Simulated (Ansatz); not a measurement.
Results of PBEsol (Ansatz, a first-principles code, PAW) for Na3MoO4F (Pnma, No. 62; cell taken from a computed entry).

Run with plane-wave cutoff 520 eV, 6×6×4 k mesh (along the axes of the cell as run), Fermi–Dirac smearing 0.01 eV, no spin polarisation, scalar-relativistic PAW data made under PBE.

Cell (relaxed with PBEsol):

```yaml
crystal:
  lattice:
    - [5.60660, 0.00000, 0.00000]
    - [0.00000, 7.49820, 0.00000]
    - [0.00000, 0.00000, 12.83277]
  atoms:
    - { symbol: Na, position: [0.22717, 0.25000, 0.60628] }
    - { symbol: Na, position: [0.77283, 0.75000, 0.39372] }
    - { symbol: Na, position: [0.27283, 0.75000, 0.10628] }
    - { symbol: Na, position: [0.72717, 0.25000, 0.89372] }
    - { symbol: Na, position: [0.22420, 0.53990, 0.32028] }
    - { symbol: Na, position: [0.77580, 0.46010, 0.67972] }
    - { symbol: Na, position: [0.27580, 0.46010, 0.82028] }
    - { symbol: Na, position: [0.72420, 0.53990, 0.17972] }
    - { symbol: Na, position: [0.72420, 0.96010, 0.17972] }
    - { symbol: Na, position: [0.27580, 0.03990, 0.82028] }
    - { symbol: Na, position: [0.77580, 0.03990, 0.67972] }
    - { symbol: Na, position: [0.22420, 0.96010, 0.32028] }
    - { symbol: Mo, position: [0.71156, 0.25000, 0.41576] }
    - { symbol: Mo, position: [0.28844, 0.75000, 0.58424] }
    - { symbol: Mo, position: [0.78844, 0.75000, 0.91576] }
    - { symbol: Mo, position: [0.21156, 0.25000, 0.08424] }
    - { symbol: O, position: [0.82629, 0.25000, 0.54399] }
    - { symbol: O, position: [0.17371, 0.75000, 0.45601] }
    - { symbol: O, position: [0.67371, 0.75000, 0.04399] }
    - { symbol: O, position: [0.32629, 0.25000, 0.95601] }
    - { symbol: O, position: [0.81284, 0.44224, 0.34936] }
    - { symbol: O, position: [0.18716, 0.55776, 0.65064] }
    - { symbol: O, position: [0.68716, 0.55776, 0.84936] }
    - { symbol: O, position: [0.31284, 0.44224, 0.15064] }
    - { symbol: O, position: [0.31284, 0.05776, 0.15064] }
    - { symbol: O, position: [0.68716, 0.94224, 0.84936] }
    - { symbol: O, position: [0.18716, 0.94224, 0.65064] }
    - { symbol: O, position: [0.81284, 0.05776, 0.34936] }
    - { symbol: O, position: [0.39485, 0.25000, 0.42067] }
    - { symbol: O, position: [0.60515, 0.75000, 0.57933] }
    - { symbol: O, position: [0.10515, 0.75000, 0.92067] }
    - { symbol: O, position: [0.89485, 0.25000, 0.07933] }
    - { symbol: F, position: [0.50487, 0.25000, 0.73084] }
    - { symbol: F, position: [0.49513, 0.75000, 0.26916] }
    - { symbol: F, position: [0.99513, 0.75000, 0.23084] }
    - { symbol: F, position: [0.00487, 0.25000, 0.76916] }
```

Question: Estimate the band gap, smallest direct gap on the k points sampled and Γ–Γ gap that the calculation returns.

Answer: 
* **band gap**: 4.57 eV
* **smallest direct gap on the k points sampled**: 4.67 eV
* **Γ–Γ gap**: 4.72 eV

Spin–orbit coupling is not included.

Static lattice: no zero-point or thermal effects.
